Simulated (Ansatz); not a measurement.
This geometry of C2H2ClFS (7 atoms, charge 0, multiplicity 1) is a first-order saddle point.

Level of theory: RKS B3LYP/6-31G* in Ansatz.

```xyz
7
Properties=species:S:1:pos:R:3
F -1.539 -0.540 0.356
C -0.291 -0.531 -0.189
Cl 0.633 -1.963 0.425
C 0.430 0.763 0.164
S -0.161 2.211 -0.248
H -0.376 -0.659 -1.271
H 1.364 0.651 0.718
```

Task: Which two structures does it join? (They come from a converged band through this point; their orientation in space is the band's.)

Result: No bond is made or broken. The dihedral H6–C2–C4–H7 goes from 172 to -56°.

Image 0:

```xyz
7
Properties=species:S:1:pos:R:3
F -1.301 -0.802 0.771
C -0.344 -0.515 -0.158
Cl 0.907 -1.833 -0.135
C 0.339 0.775 0.207
S 0.584 1.998 -0.825
H -0.780 -0.504 -1.157
H 0.656 0.814 1.252
```

Image 10:

```xyz
7
Properties=species:S:1:pos:R:3
F -1.585 -0.496 0.278
C -0.323 -0.515 -0.197
Cl 0.606 -1.868 0.605
C 0.426 0.767 0.057
S -0.171 2.065 0.814
H -0.336 -0.764 -1.263
H 1.445 0.744 -0.340
```

Task: How far does it lie above each of them?

Result: 0.138 eV above the first and 0.102 eV above the second. This is the barrier of this one path; another mechanism may lie lower.

The run took 4.8 min on 1 thread of Arm Neoverse V1, on a shared host, peak memory 0.18 GiB.
